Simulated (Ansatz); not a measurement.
Two structures, one formula

Two relaxed structures of Mg$_{2}$HF, closed shell (PBE0-D4/def2-TZVP; forces vanish, vibrations not checked).

A:

| atom | x (Å) | y (Å) | z (Å) |
| --- | --- | --- | --- |
| F1 | -0.3554 | 0.3689 | 1.7044 |
| Mg2 | 0.7989 | -1.0456 | 1.3280 |
| Mg3 | -0.7476 | 0.9324 | -0.1599 |
| H4 | 1.8086 | -2.3171 | 1.8205 |

B:

F1  (0.305, -0.509, 3.117)
Mg2  (0.136, -0.225, 1.383)
Mg3  (-0.138, 0.229, -1.408)
H4  (-0.303, 0.505, -3.092)
(Å)

Ansatz 0.2.0; basis: def2-TZVPP; cores frozen in the correlated methods. The outer core shell of Li, Na, Mg and K is correlated. The def2 sets are not built for correlating such inner shells, so the correlated values are less sure here. B3LYP uses VWN-RPA correlation.

Which structure is lower at CCSD(T), and by how much? (Judge from chemistry; the value comes from the calculation.)

By the calculation: A, by 0.216 eV (electronic energy, against the other). By their contacts, A is Mg₂HF ([F]1[Mg][MgH]1) and B is Mg₂HF ([F][Mg][MgH]).

Do the other methods give the same order? (A judgement: the text doesn't fix the answer.)

The calculation gives: Not all: HF gives the other order.

```
   method  E(B) − E(A) (eV)
   PBE-D4             0.194
r2SCAN-D4             0.171
  PBE0-D4             0.125
 B3LYP-D4             0.190
  wB97M-V             0.268
       HF            -0.029
      MP2             0.152
     CCSD             0.176
  CCSD(T)             0.216
```

No T1 diagnostic of these runs exceeds 0.012. The restricted Hartree–Fock reference is unstable towards an unrestricted one at one or more of these structures. A large double-excitation amplitude points to some diradical character; no triplet was computed.

Labels in which every atom is bracketed show which atoms are joined, not bond orders.

For scale, one of the runs: CCSD(T)/def2-TZVPP, 109 basis functions, launched by `ansatz run in.yaml --threads 2 --pin off --events-out ev --progress --plain --max-ram 4352MiB`. Hardware: 2 CPU threads of an Arm Neoverse V1, shared host. Wall time about 6 s.
